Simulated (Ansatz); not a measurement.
Geometry optimisation, Ansatz, RKS B3LYP-D4/STO-3G.

The input (input.yaml):

```yaml
crystal:
  periodic: [false, false, false]
  atoms:
    - { symbol: B, position_ang: [0.0, 0.0, 0.0] }
    - { symbol: H, position_ang: [0.0, 0.0, 1.19] }
    - { symbol: Cl, position_ang: [1.6108, 0.0, -0.93] }
    - { symbol: H, position_ang: [-1.0305, 0.0, -0.595] }
basis:
  gaussian: { orbitals: STO-3G }
hamiltonian:
  xc: b3lyp
  dispersion: d4
relax:
  f_tol: 0.02
  max_steps: 40
```

Launched with:

```bash
$ ansatz run input.yaml --threads 1 --pin off --max-ram 2048MiB --backend cpu --events-out ev --progress --plain --runs-dir out
```

Problem. Where does it end, and by what steps?

Solution. The run converged. Limits of this set-up: minimal basis. After 3 steps the energy has fallen by 0.128 eV; Cl3 moved furthest, 0.09 Å.

| step | energy less start (eV) | largest force component (eV/Å) | accepted |
| --- | --- | --- | --- |
| 0 | 0.0000 | 1.923 | yes |
| 1 | -0.1160 | 0.611 | yes |
| 2 | -0.1272 | 0.089 | yes |
| 3 | -0.1275 | 0.011 | yes |

```xyz
4
Properties=species:S:1:pos:R:3
B 0.002 0.000 -0.001
H 0.039 0.000 1.171
Cl 1.535 0.000 -0.886
H -0.995 0.000 -0.619
```

Whether the end is a true minimum wasn't checked by a vibrational analysis.

The run took 2 s on 1 thread of Arm Neoverse V1, with other jobs on the host, peak memory 0.09 GiB.
